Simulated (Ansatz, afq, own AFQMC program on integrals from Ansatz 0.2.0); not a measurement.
**H2S (triplet): AFQMC on the coupled-cluster ladder at distance H1–H2 along a hydrogen transfer = 0.745 Å, cc-pVTZ**

How near does AFQMC come to the top of the ladder for H2S (triplet)?

Method: cc-pVTZ, frozen cores; program: Ansatz 0.2.0, Gaussian basis, and an in-house AFQMC program (afq) on its integrals; all values are calculated.

Plan: PBE (unrestricted); r2SCAN (unrestricted); PBE0 (unrestricted); B3LYP (unrestricted); wB97M-V (unrestricted); CCSD(T) on UHF; B2PLYP (unrestricted); CCSDT(Q) on UHF; Phaseless AFQMC, CISD trial on UHF.

## Step 1: What is computed

The geometry derives from fragments relaxed apart (PBE0/def2-TZVP) and kept rigid, so it is no stationary point. A hydrogen atom is moved between rigid fragments.

3 atoms, charge 0, spin multiplicity 3.

Atoms are counted from 1 here; the program's logs count them from 0.

Bond lengths: H1–H2 0.745 Å, H2–S3 1.647 Å. Angles: H1–H2–S3 180.0°.

## Step 2: PBE (unrestricted)

Input file in.yaml:

```yaml
crystal:
  periodic: [false, false, false]
  atoms:
    - {symbol: H, position_ang: [0.000000, 0.000000, -1.045667]}
    - {symbol: H, position_ang: [0.000000, 0.000000, -0.300667]}
    - {symbol: S, position_ang: [0.000000, 0.000000, 1.346333]}
basis:
  gaussian: {orbitals: cc-pVTZ}
magnetization: {spin_polarized: true, initial_magnetization: 2}
hamiltonian: {xc: {name: PBE}}
output: {orbitals: {seedname: orbitals}}
```

Command:

```
$ ansatz run in.yaml --threads 1 --pin off --events-out ev --progress --plain --max-ram 8192MiB --backend cpu
```

What it wrote:

```text
Functional definition: PBE
  name "PBE"
  cite "Perdew, Burke & Ernzerhof, Phys. Rev. Lett. 77, 3865 (1996) doi:10.1103/PhysRevLett.77.3865"
  parent pbe
  parameter kappa = 0.804
  parameter beta = 0.06672455060314922
  exchange = pbe_x(kappa = kappa, mu = beta*pi^2/3)
  correlation = pbe_c(beta = beta)
388 factors; their error is unknown
mean field evaluation 1: about -10859.3665 eV, gradient 9.0e0 eV
mean field evaluation 2: about -10859.5563 eV, gradient 7.3e0 eV
mean field evaluation 4: about -10859.9882 eV, gradient 4.4e-1 eV
mean field evaluation 8: about -10859.9741 eV, gradient 1.1e-1 eV
mean field evaluation 16: about -10859.7104 eV, gradient 6.2e0 eV
mean field evaluation 32: about -10858.9714 eV, gradient 1.1e0 eV
mean field -10859.97413654 eV, -399.0966883630 hartree, gradient 4.9e-6 eV, S^2 2.005058; 6 other end points of the search recorded, 0 dependent functions left out
reference -10859.97416390 eV, -399.0966893685 hartree; 10, 8 occupied and 52, 54 virtual orbitals, 388 factors
Total energy: -10859.97416390 eV, -399.0966893685 hartree
```

Run time: 1.6 s. Hardware: 1 thread of AMD EPYC 7R13 (Zen 3), shared host; peak memory 0.73 GiB.

From the report: ⟨S²⟩ of the determinant 2.005 (pure triplet: 2.00).

## Step 3: r2SCAN (unrestricted)

Edit in.yaml of step 2 so:

```diff
@@ -9,3 +9,2 @@
 magnetization: {spin_polarized: true, initial_magnetization: 2}
-hamiltonian: {xc: {name: PBE}}
-output: {orbitals: {seedname: orbitals}}
+hamiltonian: {xc: {name: r2SCAN}}
```

Same command.

What it wrote:

```text
Functional definition: r2SCAN
  name "r2SCAN"
  cite "Furness, Kaplan, Ning, Perdew & Sun, J. Phys. Chem. Lett. 11, 8208 (2020) doi:10.1021/acs.jpclett.0c02405"
  cite "Furness, Kaplan, Ning, Perdew & Sun, J. Phys. Chem. Lett. 11, 9248 (2020) doi:10.1021/acs.jpclett.0c03077"
  parent r2scan
  parameter k0 = 0.174
  parameter k1 = 0.065
  parameter a1 = 4.9479
  exchange = r2scan_x(k0 = k0, k1 = k1, a1 = a1)
  correlation = r2scan_c
388 factors; their error is unknown
mean field evaluation 1: about -10863.5482 eV, gradient 7.9e0 eV
mean field evaluation 2: about -10863.7929 eV, gradient 5.5e0 eV
mean field evaluation 4: about -10864.0256 eV, gradient 4.0e-1 eV
mean field evaluation 8: about -10864.0096 eV, gradient 1.1e-1 eV
mean field evaluation 16: about -10863.6525 eV, gradient 6.8e0 eV
mean field evaluation 32: about -10862.9777 eV, gradient 1.2e0 eV
mean field -10864.00958633 eV, -399.2449884074 hartree, gradient 1.6e-5 eV, S^2 2.009712; 5 other end points of the search recorded, 0 dependent functions left out
reference -10864.00959510 eV, -399.2449887299 hartree; 10, 8 occupied and 52, 54 virtual orbitals, 388 factors
Total energy: -10864.00959510 eV, -399.2449887299 hartree
```

Wall time 3.3 s (1 thread of AMD EPYC 7R13 (Zen 3), shared host); peak memory 0.73 GiB.

From the report: ⟨S²⟩ of the determinant 2.010 (pure triplet: 2.00).

## Step 4: PBE0 (unrestricted)

Edit in.yaml of step 3 so:

```diff
@@ -9,2 +9,3 @@
 magnetization: {spin_polarized: true, initial_magnetization: 2}
-hamiltonian: {xc: {name: r2SCAN}}
+hamiltonian: {xc: {name: PBE0}}
+output: {orbitals: {seedname: orbitals}}
```

Same command.

What it wrote:

```text
Functional definition: PBE0
  name "PBE0"
  cite "Adamo & Barone, J. Chem. Phys. 110, 6158 (1999) doi:10.1063/1.478522"
  cite "Perdew, Burke & Ernzerhof, Phys. Rev. Lett. 77, 3865 (1996) doi:10.1103/PhysRevLett.77.3865"
  parent pbe
  parameter a = 0.25
  parameter kappa = 0.804
  parameter beta = 0.06672455060314922
  exchange = (1 - a)*pbe_x(kappa = kappa, mu = beta*pi^2/3) + a*exact_x
  correlation = pbe_c(beta = beta)
404 factors; their error is unknown
mean field evaluation 1: about -10860.6338 eV, gradient 6.0e0 eV
mean field evaluation 2: about -10860.8434 eV, gradient 2.9e0 eV
mean field evaluation 4: about -10860.9047 eV, gradient 2.2e-1 eV
mean field evaluation 8: about -10860.9171 eV, gradient 7.7e-3 eV
mean field evaluation 16: about -10860.9171 eV, gradient 2.1e-5 eV
mean field -10860.91709183 eV, -399.1313413306 hartree, gradient 2.1e-5 eV, S^2 2.008145; 1 other end points of the search recorded, 0 dependent functions left out
reference -10860.91711249 eV, -399.1313420898 hartree; 10, 8 occupied and 52, 54 virtual orbitals, 404 factors
Total energy: -10860.91711249 eV, -399.1313420898 hartree
```

Wall time 0.79 s (1 thread of AMD EPYC 7R13 (Zen 3), shared host); peak memory 0.73 GiB.

From the report: ⟨S²⟩ of the determinant 2.008 (pure triplet: 2.00).

## Step 5: B3LYP (unrestricted)

Edit in.yaml of step 4 so:

```diff
@@ -9,3 +9,2 @@
 magnetization: {spin_polarized: true, initial_magnetization: 2}
-hamiltonian: {xc: {name: PBE0}}
-output: {orbitals: {seedname: orbitals}}
+hamiltonian: {xc: {name: B3LYP}}
```

Same command.

What it wrote, shortened:

```text
Functional definition: B3LYP
  name "B3LYP"
  cite "Stephens, Devlin, Chabalowski & Frisch, J. Phys. Chem. 98, 11623 (1994) doi:10.1021/j100096a001"
  cite "Becke, Phys. Rev. A 38, 3098 (1988) doi:10.1103/PhysRevA.38.3098"
  cite "Lee, Yang & Parr, Phys. Rev. B 37, 785 (1988) doi:10.1103/PhysRevB.37.785"
  cite "Vosko, Wilk & Nusair, Can. J. Phys. 58, 1200 (1980) doi:10.1139/p80-159"
[...]
404 factors; their error is unknown
[...]
mean field -10865.47597643 eV, -399.2988772498 hartree, gradient 3.6e-5 eV, S^2 2.006425; 1 other end points of the search recorded, 0 dependent functions left out
reference -10865.47615258 eV, -399.2988837229 hartree; 10, 8 occupied and 52, 54 virtual orbitals, 404 factors
Total energy: -10865.47615258 eV, -399.2988837229 hartree
```

It took 0.76 s on 1 thread of AMD EPYC 7R13 (Zen 3), shared host; peak memory 0.73 GiB.

From the report: ⟨S²⟩ of the determinant 2.006 (pure triplet: 2.00).

## Step 6: wB97M-V (unrestricted)

Edit in.yaml of step 5 so:

```diff
@@ -9,2 +9,3 @@
 magnetization: {spin_polarized: true, initial_magnetization: 2}
-hamiltonian: {xc: {name: B3LYP}}
+hamiltonian: {xc: {name: wB97M-V}}
+output: {orbitals: {seedname: orbitals}}
```

Launched as before.

What it wrote, shortened:

```text
Functional definition: wB97M-V
  name "wB97M-V"
  cite "Mardirossian & Head-Gordon, J. Chem. Phys. 144, 214110 (2016) doi:10.1063/1.4952647"
  cite "Becke, J. Chem. Phys. 107, 8554 (1997) doi:10.1063/1.475007"
  cite "Vydrov & Van Voorhis, J. Chem. Phys. 133, 244103 (2010) doi:10.1063/1.3521275"
  # Of w^i u^j: cxij and so on, Table III.
[...]
  gx(w, u) = 1 - cx + cx01*u + cx10*w
  gss(w, u) = css00 + css04*u^4 + css10*w + css20*w^2 + css43*w^4*u^3
  gos(w, u) = cos00 + cos10*w + (cos20 + cos21*u)*w^2 + (cos60 + cos61*u)*w^6
[...]
      + integral(e_c_pw_mod_opposite_spin*gos(b97_w_opposite, b97_u_opposite)) + vv10(b, c)
395 factors; their error is unknown
86 factors; integrals over basis functions are off by at most 5.4e-5 eV
[...]
mean field -10863.79556262 eV, -399.2371231813 hartree, gradient 2.8e-5 eV, S^2 2.005137; 1 other end points of the search recorded, 0 dependent functions left out
reference -10863.79559137 eV, -399.2371242376 hartree; 10, 8 occupied and 52, 54 virtual orbitals, 395 factors
Total energy: -10863.79559137 eV, -399.2371242376 hartree
```

Run time: 2.9 s. Hardware: 1 thread of AMD EPYC 7R13 (Zen 3), shared host; peak memory 0.73 GiB.

From the report: ⟨S²⟩ of the determinant 2.005 (pure triplet: 2.00).

## Step 7: CCSD(T) on UHF

Edit in.yaml of step 6 so:

```diff
@@ -9,3 +9,2 @@
 magnetization: {spin_polarized: true, initial_magnetization: 2}
-hamiltonian: {xc: {name: wB97M-V}}
-output: {orbitals: {seedname: orbitals}}
+correlation: {method: ccsd_t, electrons: outside_noble_gas, hamiltonian_folder: ham}
```

Command:

```
$ ansatz run in.yaml --threads 1 --pin off --events-out ev --progress --plain --max-ram 24576MiB --backend cuda --devices 0, --max-vram 18GiB
```

What it wrote, shortened:

```text
Functional definition: HF
  name "HF"
  cite "Fock, Z. Phys. 61, 126 (1930) doi:10.1007/BF01340294"
  parent pbe
[...]
338 factors; integrals over basis functions are off by at most 2.0e-3 eV
[...]
mean field -10846.54127967 eV, -398.6030399783 hartree, gradient 8.2e-6 eV, S^2 2.024172; 9 other end points of the search recorded, 0 dependent functions left out
determinant -10846.54127967 eV, -398.6030399783 hartree, with singles and doubles -10851.75679426 eV, -398.7947066043 hartree
determinant -10845.62990455 eV, -398.5695475602 hartree, with singles and doubles -10850.81505485 eV, -398.7600983192 hartree
5 core orbitals not correlated: weight in the atoms' cores, before any rotation towards them, 1.000 or more for the frozen orbitals, at most 0.000 for the correlated occupied ones
reference -10846.54127967 eV, -398.6030399783 hartree; 5, 3 occupied and 52, 54 virtual orbitals, 338 factors
second order -4.36490209 eV of doubles, -0.00000000 eV of singles
cycle   1  -5.15530345 eV  change   -2.4e-1 eV  update   1.2e-2
[...]
cycle   8  -5.16246516 eV  change    3.4e-6 eV  update   4.7e-6
perturbative correction -0.16703883 eV, -0.0061385639 hartree
Total energy: -10851.87078367 eV, -398.7988956376 hartree
```

Wall time 12 s (1 × NVIDIA H100 80GB HBM3 with 1 thread of AMD EPYC 7R13 (Zen 3), shared host); peak host memory 0.8 GiB.

From the report: ⟨S²⟩ of the determinant 2.024 (pure triplet: 2.00); correlation -5.3295 eV; T1 0.012; largest double amplitude 0.05.

This run also writes the integrals to the folder ham.

## Step 8: B2PLYP (unrestricted)

Edit in.yaml of step 7 so:

```diff
@@ -9,2 +9,3 @@
 magnetization: {spin_polarized: true, initial_magnetization: 2}
-correlation: {method: ccsd_t, electrons: outside_noble_gas, hamiltonian_folder: ham}
+hamiltonian: {xc: {name: B2PLYP}}
+correlation: {electrons: outside_noble_gas}
```

Command:

```
$ ansatz run in.yaml --threads 1 --pin off --events-out ev --progress --plain --max-ram 8192MiB --backend cpu
```

What it wrote, shortened:

```text
Functional definition: B2PLYP
  name "B2PLYP"
  cite "Grimme, J. Chem. Phys. 124, 034108 (2006) doi:10.1063/1.2148954"
  cite "Becke, Phys. Rev. A 38, 3098 (1988) doi:10.1103/PhysRevA.38.3098"
  cite "Lee, Yang & Parr, Phys. Rev. B 37, 785 (1988) doi:10.1103/PhysRevB.37.785"
[...]
338 factors; integrals over basis functions are off by at most 2.0e-3 eV
[...]
mean field -10859.82024054 eV, -399.0910327892 hartree, gradient 4.2e-6 eV, S^2 2.012383; 2 other end points of the search recorded, 0 dependent functions left out
5 core orbitals not correlated: weight in the atoms' cores, before any rotation towards them, 1.000 or more for the frozen orbitals, at most 0.000 for the correlated occupied ones
reference -10859.82035272 eV, -399.0910369118 hartree; 5, 3 occupied and 52, 54 virtual orbitals, 338 factors
second order -5.39717939 eV of doubles, -0.00000000 eV of singles
Total energy: -10861.27759115 eV, -399.1445894366 hartree
```

It took 1.4 s on 1 thread of AMD EPYC 7R13 (Zen 3), shared host; peak memory 0.73 GiB.

From the report: ⟨S²⟩ of the determinant 2.012 (pure triplet: 2.00).

## Step 9: CCSDT(Q) on UHF

Edit in.yaml of step 8 so:

```diff
@@ -9,3 +9,2 @@
 magnetization: {spin_polarized: true, initial_magnetization: 2}
-hamiltonian: {xc: {name: B2PLYP}}
-correlation: {electrons: outside_noble_gas}
+correlation: {method: ccsdt_q, electrons: outside_noble_gas}
```

Command:

```
$ ansatz run in.yaml --threads 1 --pin off --events-out ev --progress --plain --max-ram 24576MiB --backend cuda --devices 0, --max-vram 18GiB
```

What it wrote, shortened:

```text
Functional definition: HF
  name "HF"
  cite "Fock, Z. Phys. 61, 126 (1930) doi:10.1007/BF01340294"
  parent pbe
[...]
660 factors; integrals over basis functions are off by at most 2.5e-7 eV
[...]
mean field -10846.54128113 eV, -398.6030400319 hartree, gradient 8.3e-6 eV, S^2 2.024172; 9 other end points of the search recorded, 0 dependent functions left out
determinant -10846.54128113 eV, -398.6030400319 hartree, with singles and doubles -10851.75680785 eV, -398.7947071034 hartree
determinant -10845.62990318 eV, -398.5695475097 hartree, with singles and doubles -10850.81506756 eV, -398.7600987863 hartree
5 core orbitals not correlated: weight in the atoms' cores, before any rotation towards them, 1.000 or more for the frozen orbitals, at most 0.000 for the correlated occupied ones
reference -10846.54128113 eV, -398.6030400319 hartree; 5, 3 occupied and 52, 54 virtual orbitals, 660 factors
second order -4.36491998 eV of doubles, -0.00000000 eV of singles
cycle   1  -4.94845637 eV  change   -5.8e-1 eV  update   6.1e-2
[...]
cycle  14  -5.35400485 eV  change    4.6e-7 eV  update   2.4e-7
perturbative correction -0.00536865 eV, -0.0001972943 hartree
Total energy: -10851.90065463 eV, -398.7999933753 hartree
```

Wall time 16 s (1 × NVIDIA H100 80GB HBM3 with 1 thread of AMD EPYC 7R13 (Zen 3), shared host); peak host memory 0.83 GiB.

From the report: ⟨S²⟩ of the determinant 2.024 (pure triplet: 2.00); correlation -5.3594 eV; T1 0.013; largest double amplitude 0.05.

## Step 10: Phaseless AFQMC, CISD trial on UHF

It reads the integrals that the CCSD(T) run on this determinant wrote.

Command:

```
$ afq ham --method phaseless --trial cisd --walkers 4000 --populations 20 --least-time 60 --time-step 0.005 --steps-per-block 50 --equilibration-blocks 28 --max-blocks 4000 --target-error 0.00017 --factor-cut 1e-05 --start spin_pure --seed 2925 --release-times 0.24,0.51,0.99,1.62,2.4 --release-step 0.03 --release-every 3 --taylor-order 6
```

What it wrote:

```text
orbitals 57  electrons 5 3  factors 332 of 338
reference energy -398.60303998 Eh
CCSD correlation -0.18971703 Eh in 10 cycles, weight of the determinant in the CISD state 0.9118
energy of the start -398.792193 Eh
 block  time / (1/Eh)  mean weight  energy / Eh
     1     0.250  1.0003  -398.791466
     2     0.500  0.9997  -398.793260
     3     0.750  1.0000  -398.795052
     4     1.000  1.0001  -398.796242
     5     1.250  0.9998  -398.797271
     6     1.500  1.0001  -398.798254
     7     1.750  1.0002  -398.798976
     8     2.000  1.0002  -398.799494
     9     2.250  0.9998  -398.799829
    10     2.500  0.9997  -398.799640
    11     2.750  1.0002  -398.800005
    12     3.000  0.9999  -398.799795
    13     3.250  1.0000  -398.799663
    14     3.500  1.0000  -398.799292
    15     3.750  1.0002  -398.799686
    16     4.000  0.9999  -398.800123
    17     4.250  1.0005  -398.800230
    18     4.500  0.9997  -398.800001
    19     4.750  1.0001  -398.799668
    20     5.000  1.0000  -398.799594
    21     5.250  1.0002  -398.799451
    22     5.500  1.0000  -398.799896
    23     5.750  1.0001  -398.800123
    24     6.000  1.0003  -398.800112
    25     6.250  0.9998  -398.799697
    26     6.500  1.0001  -398.799851
    27     6.750  1.0002  -398.799683
    28     7.000  1.0001  -398.799858
    29     7.250  1.0002  -398.799501
    30     7.500  1.0000  -398.799687
    31     7.750  0.9999  -398.800262
    32     8.000  0.9998  -398.799808
    33     8.250  1.0000  -398.799524
    34     8.500  1.0001  -398.799270
    35     8.750  0.9998  -398.799641
    36     9.000  1.0000  -398.799395
    37     9.250  0.9998  -398.799668
    38     9.500  0.9996  -398.799262
    39     9.750  0.9998  -398.799348
    40    10.000  0.9999  -398.799381
    41    10.250  0.9998  -398.799640
    42    10.500  1.0000  -398.799801
    43    10.750  0.9998  -398.799584
    44    11.000  0.9998  -398.799317
    45    11.250  0.9998  -398.799525
    46    11.500  1.0001  -398.799866
    47    11.750  1.0003  -398.799982
    48    12.000  1.0000  -398.799721
    49    12.250  1.0002  -398.799436
    50    12.500  0.9999  -398.799632
    51    12.750  1.0001  -398.799853
    52    13.000  1.0002  -398.799868
    53    13.250  0.9999  -398.799570
    54    13.500  1.0004  -398.799674
    55    13.750  1.0001  -398.799600
    56    14.000  1.0002  -398.799464
    57    14.250  1.0000  -398.799311
    58    14.500  0.9998  -398.799516
    59    14.750  0.9998  -398.799661
    60    15.000  1.0002  -398.799289
    61    15.250  1.0000  -398.799294
    62    15.500  0.9996  -398.799266
    63    15.750  1.0000  -398.799215
    64    16.000  0.9999  -398.799529
    65    16.250  1.0001  -398.799426
    66    16.500  1.0000  -398.799302
    67    16.750  0.9999  -398.799426
    68    17.000  1.0001  -398.799815
    69    17.250  0.9998  -398.799624
    70    17.500  1.0000  -398.799336
    71    17.750  0.9999  -398.799744
    72    18.000  1.0002  -398.799319
    73    18.250  1.0003  -398.799176
    74    18.500  1.0002  -398.799412
    75    18.750  0.9998  -398.799492
    76    19.000  1.0001  -398.799337
    77    19.250  0.9998  -398.799073
    78    19.500  0.9998  -398.799032
error from the spread of 20 populations
released: time / (1/Eh)  energy / Eh  error  mean overlap
  0.24  -398.799574  0.000109  0.9992
  0.51  -398.799836  0.000074  0.9940
  0.99  -398.800009  0.000067  0.9903
  1.62  -398.800002  0.000059  0.9878
  2.40  -398.800046  0.000072  0.9839
energy -398.799517 +/- 0.000063 Eh
```

It took 1.7 min on 1 × NVIDIA H100 80GB HBM3 with 2 threads of AMD EPYC 7R13 (Zen 3), shared host; peak host memory 1.5 GiB.

Energy -10851.8877 ± 0.0017 eV. Caveats: constraint bias not in the error.

## Step 11: All levels side by side

On the UHF determinant, counted from CCSDT(Q) (a yardstick, not exact):

```tsv
level	energy (eV)	from CCSDT(Q) (kJ/mol)	statistical error (kJ/mol)	time
HF	-10846.5413	+517.1		
MP2	-10850.9062	+96.0		
CCSD	-10851.7037	+19.0		
CCSD(T)	-10851.8708	+2.9		
CCSDT(Q)	-10851.9007	0.0		
Phaseless AFQMC, CISD trial, step 0.005, 4000 walkers	-10851.8877	+1.2	0.2	1.7 min
```

The functionals' totals stand on their own zeros and serve differences with other points: PBE -10859.974 eV; r2SCAN -10864.010 eV; PBE0 -10860.917 eV; B3LYP -10865.476 eV; wB97M-V -10863.796 eV; B2PLYP -10861.278 eV.

## Step 12: Summary of results

```
                                        quantity              value
                    CCSD(T) on UHF from CCSDT(Q)        +2.9 kJ/mol
Phaseless AFQMC, CISD trial on UHF from CCSDT(Q)  +1.2 ± 0.2 kJ/mol
```

In words: On UHF the phaseless walk with the CISD trial lies +1.2 kJ/mol from CCSDT(Q), 8 times its error bar. Error bars are statistical and leave out the constraint, the time step and what remains of the start.
